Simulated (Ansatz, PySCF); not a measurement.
System: AlCl$_{3}$ (charge 0, singlet). SMILES: [Cl][Al]([Cl])[Cl]
Geometry: optimised at B3LYP-D3(BJ)/def2-TZVP (Ansatz, a program for electronic structure).

HF/3-21G beside other levels, property by property. Set-up: no spin-orbit coupling; no dispersion term unless named; atomisation electronic, to ground-state atoms; non-relativistic; valence correlation only; open shells spin-unrestricted. CBS marks a two-point X^-3 extrapolation of the correlation energy; Hartree-Fock from the larger set. Ab initio and DFT rows: single points at B3LYP-D3(BJ) geometries (Ansatz), with unscaled harmonic terms from B3LYP/6-31G* (Ansatz) at its own minima, enthalpies of formation by atomisation with measured atoms.

Measured values: G2/97 table in ASE (Curtiss et al.); they hold spin-orbit and core effects, anharmonicity. For [Cl][Al]([Cl])[Cl] (enthalpy of formation at 298 K) the tabulated value and CCSD(T)/CBS(cc-pV(T+d)Z,cc-pV(Q+d)Z) (Ansatz) part by 7.6 kcal/mol: another conformer or state, missing terms or a fault of the table's entry are possible. Coupled cluster (Ansatz) is a level with limits of its own, used here on species with T1 under 0.025 (0.045 for open shells) and stable references: CCSD(T)/CBS(cc-pV(T+d)Z,cc-pV(Q+d)Z).

| property | HF/3-21G (Ansatz) | B3LYP/def2-TZVPD (Ansatz) | M06-2X/def2-TZVPD (PySCF) | wB97M-V/def2-TZVPD (Ansatz) | to compare with |
|---|---|---|---|---|---|
| enthalpy of formation at 298 K (kcal/mol) | -26.7 | -127.7 | -144.4 | -144.4 | -139.7 measured |
| Al-Cl bond dissociation enthalpy at 298 K, to [Cl][Al][Cl] + Cl atom (kcal/mol) | 70.0 | 108.9 | 113.3 | 117.5 | 118.1 coupled cluster |
| atomisation energy (kcal/mol) | 193.2 | 294.2 | 310.9 | 311.0 | 313.8 coupled cluster |

As the rows show:
- enthalpy of formation at 298 K: HF/3-21G lies 113.0 kcal/mol above the measured value.
- Al-Cl bond dissociation enthalpy at 298 K, to [Cl][Al][Cl] + Cl atom: HF/3-21G lies 48.1 kcal/mol below coupled cluster.
- atomisation energy: HF/3-21G lies 120.6 kcal/mol below coupled cluster.

The properties are those with a value to compare with, at most eight drawn at random. No case is left out for the size of its miss. Left out are saddle points of the reference geometry, anions that the best level run finds unbound, excited spin states, species near biochemistry, 298 K rows of species without real B3LYP wavenumbers, cases with under five habitual levels, runs that failed or that the program found above a lower state of the same kind, table entries that another table contradicts, and a share of species set aside by lot.
